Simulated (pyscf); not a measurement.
# Routes from Cl–CH•–Cl (SMILES Cl[CH]Cl) + CH₄ (SMILES C)

Candidate steps break at most two bonds and form at most two. Each was searched with GFN2-xTB (tblite) first. Single points on ωB97X-D3(BJ)/def2-SVP structures (PySCF, gas phase). Energies: ωB97M-D3(BJ)/def2-TZVP, kJ/mol, from the separated reactants, doublet surface; ΔG‡ with ideal gas, 1 atm, RRHO with modes under 100 cm⁻¹ raised to 100, one conformer, R ln 2 for chiral ones without a mode under 150 cm⁻¹.

```tsv
products	type	ΔE‡	ΔE	ΔG‡ 298 K	ΔG‡ 900 K	ν‡ (cm⁻¹)
Cl–CH₂–Cl + CH₃•	hydrogen abstraction	88.1	+42.8	115.5	186.9	1806i
H₃C–CH(Cl)–Cl + H•	substitution at C	220.9	+77.7	256.3	343.0	1568i
```

Plain bond fissions and candidates not yet searched are not listed, and one of them may be faster. Each barrier is that of the saddle found; lower ones may exist.
